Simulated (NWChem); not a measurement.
**doublet C2H4Si+: levels of theory compared**

Aim: a comparison of 5 runs (UB3LYP/6-31G*, U-wB97X/6-311+G**, UB2PLYP/6-311+G**, UCAM-B3LYP/6-311+G**, UM06-2X/6-311+G**) of doublet C2H4Si+. 

Program for the calculation: NWChem 7.3.0.

1 further run of the same task is left out (it didn't finish).

### Step 1. The structure to begin with

C2H4Si+: 7 atoms, total charge +1, spin state doublet. As SMILES of the parent species, `C#C[SiH3]`. Geometry: relaxed at PBE0-D4/def2-TZVP. That shape belongs to the parent species and isn't relaxed for this state.

Bond lengths: C1–C2 1.206 Å, C2–Si3 1.823 Å, C1–H4 1.066 Å, Si3–H5 1.483 Å, Si3–H6 1.483 Å, Si3–H7 1.483 Å. Angles: C1–C2–Si3 180.0°, C2–C1–H4 180.0°, C2–Si3–H5 109.3°, C2–Si3–H6 109.3°, C2–Si3–H7 109.3°, H5–Si3–H6 109.6°, H5–Si3–H7 109.6°, H6–Si3–H7 109.6°.

### Step 2. A single-point energy at UB3LYP/6-31G(d) (spherical functions) (run 1)

File geom.nw:

```
start geom
memory stack 880 mb heap 220 mb global 1100 mb
charge 1

geometry units atomic noautosym nocenter noautoz
   C   -1.09736396  -3.53643347   0.32541084
   C   -0.41290516  -1.37288603   0.11791891
   Si   0.62323168   1.89785195  -0.19615357
   H   -1.70264324  -5.44902528   0.50890325
   H   -0.17857912   2.88806844  -2.69285973
   H   -0.53233585   3.43571107   1.84229400
   H    3.41643586   2.00858990   0.00831479
end

basis "ao basis" spherical bse
   * library 6-31G*
end

dft
   xc b3lyp
   mult 2
   grid xfine
   convergence energy 1e-08
   maxiter 100
   mulliken
   print low
end

task dft energy
```

The run is started by

```
$ nwchem geom.nw > geom.out
```

The program printed:

```text
[...]
 d= 0,ls=0.0,diis     1   -367.5784954241 -4.51D+02  1.07D-02  1.73D-01     1.9
[...]
 d= 0,ls=0.0,diis    27   -367.6526335407 -6.70D-09  1.07D-06  1.21D-10    48.2
[...]
         Total DFT energy =     -367.652633540701
      One electron energy =     -662.742714193168
           Coulomb energy =      244.953419988302
    Exchange-Corr. energy =      -32.911230058956
 Nuclear repulsion energy =       83.047890723121
[...]
      Total Density - Mulliken Population Analysis
     ---------------------------------------------
    Atom       Charge   Shell Charges
 -----------   ------   -------------------------------------------------------
    1 C    6     5.87   2.00  0.75  1.90  0.56  0.63  0.03
    2 C    6     5.98   2.00  0.73  1.91  0.82  0.50  0.02
    3 Si  14    13.63   2.00  2.00  5.96  1.06  2.02  0.19  0.23  0.16
    4 H    1     0.67   0.49  0.18
    5 H    1     0.93   0.48  0.45
    6 H    1     0.96   0.49  0.47
    7 H    1     0.96   0.49  0.47
[...]
      <S2> =      0.7542 (Exact =     0.7500)
[...]
```

Wall time 49 s (1 thread of Intel Xeon 6975P-C (Granite Rapids), shared host); peak memory 0.13 GiB.

### Step 3. The energy at U-wB97X/6-311+G(d,p) (run 2)

File c2h4si.xyz:

```xyz
7

C     -0.580700    -1.871400     0.172200
C     -0.218500    -0.726500     0.062400
Si     0.329800     1.004300    -0.103800
H     -0.901000    -2.883500     0.269300
H     -0.094500     1.528300    -1.425000
H     -0.281700     1.818100     0.974900
H      1.807900     1.062900     0.004400
```

File c2h4si.nw:

```
start c2h4si
memory stack 880 mb heap 220 mb global 1100 mb
charge 1

geometry units angstroms noautosym nocenter noautoz
   load c2h4si.xyz
end

basis spherical bse
   * library 6-311+G**
end

dft
   xc wb97x
   mult 2
   grid fine
   convergence energy 1e-08
   maxiter 100
   mulliken
end

task dft energy
```

The run is started by

```
$ nwchem c2h4si.nw > c2h4si.out
```

The program printed:

```text
[...]
          Wavefunction type:  spin polarized.
          No. of atoms     :     7
          No. of electrons :    29
[...]
          Charge           :     1
          Spin multiplicity:     2
[...]
          AO basis - number of functions:    98
[...]
              XC Information
              --------------
                       wb97x  Method XC Functional
                     Hartree-Fock (Exact) Exchange  1.000
                         wb97x Exchange Functional  1.000
                      wb97x Correlation Functional  1.000
[...]
 d= 0,ls=0.0,diis     1   -367.5273446049 -4.51D+02  6.69D-03  5.15D-01     4.4
[...]
 d= 0,ls=0.0,diis    13   -367.6380030842 -4.92D-09  6.39D-07  3.62D-10    57.4
[...]
         Total DFT energy =     -367.638003084162
      One electron energy =     -662.833349741401
           Coulomb energy =      245.021282297956
    Exchange-Corr. energy =      -32.873832391951
 Nuclear repulsion energy =       83.047896751235
[...]
      Total Density - Mulliken Population Analysis
     ---------------------------------------------
    Atom       Charge   Shell Charges
 -----------   ------   -------------------------------------------------------
    1 C    6     5.79   1.11  0.88  0.61  0.84  1.29  0.58  0.48 -0.05  0.03  0.04
    2 C    6     6.02   1.11  0.88  0.60  0.84  1.35  0.68  0.62 -0.10  0.01  0.03
    3 Si  14    13.44   0.79  1.18  0.95  1.03  0.83  0.47  1.97  3.90  0.69  1.41 -0.01  0.07  0.01  0.14
    4 H    1     0.72   0.25  0.45 -0.01  0.03
    5 H    1     0.99   0.23  0.54  0.20  0.01
    6 H    1     1.02   0.24  0.55  0.21  0.01
    7 H    1     1.01   0.24  0.55  0.21  0.01
[...]
      <S2> =      0.7552 (Exact =     0.7500)
[...]
```

Run time: 58 s. Hardware: 1 thread of Intel Xeon 6975P-C (Granite Rapids), shared host; peak memory 0.11 GiB.

Runs 3 to 4 aren't shown in full; the table further down has their settings and results.

### Step 4. A single-point energy at UM06-2X/6-311+G(d,p) (run 5)

File calc.nw:

```
echo
start calc
memory total 2200 mb
charge 1

geometry noautosym nocenter noautoz
C     -0.580700    -1.871400     0.172200
C     -0.218500    -0.726500     0.062400
Si     0.329800     1.004300    -0.103800
H     -0.901000    -2.883500     0.269300
H     -0.094500     1.528300    -1.425000
H     -0.281700     1.818100     0.974900
H      1.807900     1.062900     0.004400
end

basis spherical bse
C library 6-311+G**
Si library 6-311+G**
H library 6-311+G**
end

dft
xc m06-2x
mult 2
grid fine
convergence energy 1e-08
maxiter 100
mulliken
end

task dft energy
```

The run is started by

```
$ nwchem calc.nw > calc.out
```

The program printed:

```text
[...]
          Wavefunction type:  spin polarized.
          No. of atoms     :     7
          No. of electrons :    29
[...]
          Charge           :     1
          Spin multiplicity:     2
[...]
          AO basis - number of functions:    98
[...]
              XC Information
              --------------
                       M06-2X Method XC Functional
                     Hartree-Fock (Exact) Exchange  0.540
                        M06-2X Exchange Functional  1.000
                      M06-2X Correlation Potential  1.000
[...]
 d= 0,ls=0.0,diis     1   -367.5035895059 -4.51D+02  7.01D-03  4.99D-01     2.3
[...]
 d= 0,ls=0.0,diis    13   -367.6061376822 -5.60D-09  4.86D-07  2.78D-10    27.4
[...]
         Total DFT energy =     -367.606137682247
      One electron energy =     -662.860158917305
           Coulomb energy =      245.046357706657
    Exchange-Corr. energy =      -32.840233222834
 Nuclear repulsion energy =       83.047896751235
[...]
      Total Density - Mulliken Population Analysis
     ---------------------------------------------
    Atom       Charge   Shell Charges
 -----------   ------   -------------------------------------------------------
    1 C    6     5.74   1.11  0.88  0.61  0.84  1.28  0.56  0.51 -0.12  0.03  0.04
    2 C    6     6.09   1.11  0.88  0.60  0.84  1.34  0.67  0.68 -0.07  0.01  0.03
    3 Si  14    13.46   0.79  1.18  0.94  1.05  0.83  0.47  1.98  3.90  0.67  1.43 -0.03  0.08  0.03  0.14
    4 H    1     0.73   0.25  0.45 -0.00  0.03
    5 H    1     0.98   0.23  0.53  0.20  0.01
    6 H    1     1.01   0.24  0.55  0.21  0.01
    7 H    1     1.00   0.24  0.54  0.21  0.01
[...]
      <S2> =      0.7554 (Exact =     0.7500)
[...]
```

It took 28 s on 1 thread of Intel Xeon 6975P-C (Granite Rapids), shared host; peak memory 0.12 GiB.

### Step 5. All runs side by side

| run | level | integration grid | frozen core orbitals | energy (Eh) | ⟨S²⟩ | wall time |
| --- | --- | --- | --- | --- | --- | --- |
| 1 | UB3LYP/6-31G* (spherical functions) | xfine | – | -367.652634 | 0.754 | 49 s |
| 2 | U-wB97X/6-311+G** | fine | – | -367.638003 | 0.755 | 58 s |
| 3 | UB2PLYP/6-311+G** | fine | 7 | -367.459180 | 0.755 | 25 s |
| 4 | UCAM-B3LYP/6-311+G** | fine | – | -367.628242 | 0.756 | 56 s |
| 5 | UM06-2X/6-311+G** | fine | – | -367.606138 | 0.755 | 28 s |

### Step 6. Summary of results

| quantity | value |
| --- | --- |
| run 5: total energy | -367.60614 Eh |
| run 5: HOMO energy (highest over α and β) | -16.10 eV |
| run 5: LUMO energy (lowest over α and β) | -11.87 eV |
| run 5: ⟨S²⟩ | 0.755 |

What this shows: Totals of different functionals can't be ranked against each other. All runs together took 3.6 min, the longest 58 s.
